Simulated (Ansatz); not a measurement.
A made-up structure of SiHO2, doublet:

```
4
angstrom
O 1.4825 0.3088 -0.1588
Si -0.0048 -0.0315 0.0143
O -1.3298 0.6859 -0.2943
H -0.1479 -0.9632 0.4388
```

It is relaxed with PBE-D4/def2-SVP and then PBE0-D4/def2-TZVP (Ansatz 0.2.0). Atoms count as bonded within 1.22 times the sum of their covalent radii (H–H: 0.88 Å). The end point is not checked to be a true minimum.

Problem. Does its bonding change? (Judge from chemistry; the calculation decides.)

Solution. The calculation gives: No: no bond forms or breaks.

Where it ends: The first stage lowers the energy by 4.37 eV in 7 steps. It ends as SiHO₂ ([O][SiH][O]):
```json
{"atom": "O1", "x (Å)": "1.4120", "y (Å)": "0.5337", "z (Å)": "-0.2629"}
{"atom": "Si2", "x (Å)": "-0.0069", "y (Å)": "-0.0447", "z (Å)": "0.0206"}
{"atom": "O3", "x (Å)": "-1.1924", "y (Å)": "0.8808", "z (Å)": "-0.3875"}
{"atom": "H4", "x (Å)": "-0.2127", "y (Å)": "-1.3698", "z (Å)": "0.6298"}
```

Labels in which every atom is bracketed show which atoms are joined, not bond orders.

For scale, one of the runs: PBE0-D4/def2-TZVP relaxation, 105 basis functions, launched by `ansatz run in.yaml --threads 2 --pin off --events-out ev --progress --plain --max-ram 4352MiB`. The run took about 17 s on 2 CPU threads of an Intel Xeon Platinum 8559C (shared host).
